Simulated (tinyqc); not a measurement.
Inside a calculation. Method: RHF in the sto-3g basis, for H2O, spin multiplicity 1. One step of it, computed by the program tinyqc.

Question. Iteration 1: diagonalisation and new density. Diagonalise F' = X^T F X, C = X C', fill 5 alpha and 5 beta electrons from the bottom; D = 2 C_occ C_occ^T. Each column has its largest component positive (the first on a tie).

Fock matrix F (hartree), lower triangle:
```
,1O 1s,1O 2s,1O 2px,1O 2py,1O 2pz,2H 1s,3H 1s
1O 1s,-20.349983
1O 2s,-5.191857,-2.513487
1O 2px,0.000000,0.000000,-0.241781
1O 2py,0.000000,0.000000,0.000000,-0.311656
1O 2pz,-0.005096,-0.050257,0.000000,0.000000,-0.267162
2H 1s,-0.630503,-0.685518,0.000000,-0.297883,-0.191149,-0.293354
3H 1s,-0.630503,-0.685518,0.000000,0.297883,-0.191149,-0.170912,-0.293354
```

X:
```
,1,2,3,4,5,6,7
1O 1s,-0.404376,0.000000,0.700761,0.000000,-0.596822,0.000000,0.232699
1O 2s,0.965968,0.000000,-0.241980,0.000000,-0.263639,0.000000,0.494350
1O 2px,0.000000,0.000000,0.000000,1.000000,0.000000,0.000000,0.000000
1O 2py,0.000000,0.849060,0.000000,0.000000,0.000000,0.660701,0.000000
1O 2pz,0.366243,0.000000,0.677139,0.000000,0.650168,0.000000,0.191582
2H 1s,-0.593681,-0.690469,-0.226653,0.000000,0.189321,0.406227,0.382019
3H 1s,-0.593681,0.690469,-0.226653,0.000000,0.189321,-0.406227,0.382019
```

Give: F' = X^T F X; orbital energies; coefficients C; D after iteration 1.

Answer.

F' = X^T F X (hartree), lower triangle:
```
,1,2,3,4,5,6,7
1,-0.8808
2,0.0000,0.3571
3,2.8098,0.0000,-8.1706
4,0.0000,0.0000,0.0000,-0.2418
5,-2.5095,0.0000,8.1492,0.0000,-8.8544
6,0.0000,-0.0398,0.0000,0.0000,0.0000,-0.4963
7,1.0143,0.0000,-4.5672,0.0000,5.0228,0.0000,-3.8639
```

orbital energies (hartree): MO1 -20.3582, MO2 -1.2962, MO3 -0.4981, MO4 -0.3406, MO5 -0.2418, MO6 0.2252, MO7 0.3590

coefficients C:
```
,MO1,MO2,MO3,MO4,MO5,MO6,MO7
1O 1s,0.9946,-0.2473,0.0000,0.0630,0.0000,0.1034,0.0000
1O 2s,0.0229,0.9352,0.0000,-0.3145,0.0000,-0.5758,0.0000
1O 2px,0.0000,0.0000,0.0000,0.0000,1.0000,0.0000,0.0000
1O 2py,0.0000,0.0000,0.6995,0.0000,0.0000,0.0000,0.8174
1O 2pz,0.0012,0.0440,0.0000,0.8415,0.0000,-0.5848,0.0000
2H 1s,-0.0033,0.1200,0.3737,0.2754,0.0000,0.7038,-0.7086
3H 1s,-0.0033,0.1200,-0.3737,0.2754,0.0000,0.7038,0.7086
```

D after iteration 1, lower triangle:
```
,1O 1s,1O 2s,1O 2px,1O 2py,1O 2pz,2H 1s,3H 1s
1O 1s,2.1085
1O 2s,-0.4566,1.9481
1O 2px,0.0000,0.0000,2.0000
1O 2py,0.0000,0.0000,0.0000,0.9786
1O 2pz,0.0868,-0.4470,0.0000,0.0000,1.4201
2H 1s,-0.0312,0.0511,0.0000,0.5227,0.4740,0.4597
3H 1s,-0.0312,0.0511,0.0000,-0.5227,0.4740,-0.0988,0.4597
```
